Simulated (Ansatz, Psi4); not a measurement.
**Worked example: the enthalpy of formation of C2H6O (dimethyl ether)**

C2H6O has 9 atoms, charge 0, and is taken as a singlet. SMILES: `COC`. The coordinates come from a PBE0-D4/def2-TZVP relaxation.

Total energies at TPSS/cc-pVDZ (Psi4 1.11); the atoms run unrestricted:

| species | state | energy (Eh) |
| --- | --- | --- |
| C2H6O | singlet | -155.053192 |
| C | triplet | -37.858132 |
| O | triplet | -75.078764 |
| H | doublet | -0.499257 |

Harmonic wavenumbers at PBE0-D4/def2-TZVP, in cm⁻¹: 213, 248, 413, 978, 1134, 1163, 1194, 1226, 1271, 1454, 1475, 1484, 1484, 1491, 1510, 2977, 2988, 3028, 3034, 3134, 3136.

Measured heats of formation of the gaseous atoms at 298.15 K, in kJ/mol: C 716.9, O 249.2, H 218.0. Spin-orbit lowering of the atoms at 298 K (mean of the ground term's levels less their thermal mean, from spectra), in kJ/mol: C 0.02, O 0.40. Take 1 Eh = 2625.50 kJ/mol, 1 cm⁻¹ = 0.0119627 kJ/mol, RT = 2.479 kJ/mol.

**Question.** Work out the heat of formation of the gas at 298 K.

**Answer.** 
1. Electronic atomisation energy: 2 × (-37.858132) + (-75.078764) + 6 × (-0.499257) − (-155.053192) = 1.262622 Eh = 3315.0 kJ/mol.
2. Zero-point energy: half the sum of the wavenumbers, 17517.5 cm⁻¹ = 209.6 kJ/mol.
3. Thermal vibrational enthalpy, Σ hcν̃/(exp(hcν̃/kT) − 1): 3.9 kJ/mol. Translation, rotation and pV of a non-linear molecule: 4 RT = 9.9 kJ/mol.
4. The 9 free atoms carry 5/2 RT each: 55.8 kJ/mol.
5. Spin-orbit coupling lowers the free atoms by 2 × 0.02 + 0.40 = 0.4 kJ/mol.
6. Atomisation enthalpy at 298 K: 3315.0 − 0.4 − 209.6 − 3.9 − 9.9 + 55.8 = 3147.0 kJ/mol.
7. Sum of the atoms' heats of formation: 2991.0 kJ/mol. Heat of formation: 2991.0 − 3147.0 = -156.0 kJ/mol.

The tabulated value is -184.0 kJ/mol (Active Thermochemical Tables), so this level is off by +28.0 kJ/mol, or 0.9 % of the atomisation enthalpy that the table implies (3175.0 kJ/mol). Anharmonicity and any spin-orbit splitting of the molecule are left out.
